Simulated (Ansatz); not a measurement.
Density of states of CsAs$_{2}$Rh$_{2}$ (I4/mmm, a = 4.013 Å, b = 4.013 Å, c = 14.907 Å, α = 90.00°, β = 90.00°, γ = 90.00°), in states per eV and primitive cell, averaged over bins of 0.5 eV. The calculation used DFT r2SCAN, scalar-relativistic, plane waves, PAW (Ansatz).

Plane waves to 500 eV, a k mesh through Γ of 12×12×12 on the computed 5-atom cell and Gaussian smearing (0.10 eV); no spin polarisation.

The cell is relaxed at this level. The states (both spins) are summed by tetrahedra on a 18×18×18 mesh at the self-consistent density. Energies are bin centres; the table starts no lower than −8 eV and ends at 6 eV, or lower where the solved bands end.

It is a metal at this level.

```
E − E_F (eV) total Rh 4d As 4p Rh 5s As 4s Cs 6s
       -6.10   3.01   1.42   1.13   0.32   0.04   0.02
       -5.60   4.11   2.11   1.51   0.24   0.09   0.05
       -5.10   5.22   3.03   1.78   0.13   0.10   0.04
       -4.60   6.55   3.95   2.25   0.10   0.08   0.02
       -4.10   4.94   2.74   1.91   0.09   0.05   0.03
       -3.60   4.54   2.90   1.40   0.04   0.05   0.03
       -3.10   3.08   2.38   0.50   0.02   0.06   0.01
       -2.60   6.53   5.47   0.76   0.04   0.12   0.01
       -2.10   6.45   5.28   0.86   0.05   0.12   0.01
       -1.60   2.73   1.80   0.67   0.06   0.08   0.03
       -1.10   1.15   0.63   0.43   0.01   0.01   0.00
       -0.60   0.92   0.41   0.43   0.01   0.00   0.00
       -0.10   1.26   0.55   0.56   0.02   0.01   0.01
        0.40   3.96   1.99   1.49   0.10   0.04   0.06
        0.90   3.76   1.47   1.67   0.06   0.08   0.09
        1.40   3.22   1.12   1.64   0.02   0.07   0.04
        1.90   1.58   0.45   0.84   0.01   0.03   0.03
        2.40   1.07   0.27   0.59   0.01   0.02   0.03
        2.90   0.96   0.06   0.12   0.02   0.01   0.07
        3.40   1.65   0.07   0.12   0.08   0.05   0.12
        3.90   2.29   0.07   0.17   0.28   0.15   0.22
```

The columns after the total are the main Löwdin projections on the occupied valence shells of the potentials; 2 others are left out. The rest of the total lies in those, in shells that are empty in the free atom, which aren't projected, and between the atoms.

Spin-orbit coupling is left out, which matters for the bands of heavy elements.

Whether CsAs2Rh2 exists in this form wasn't checked.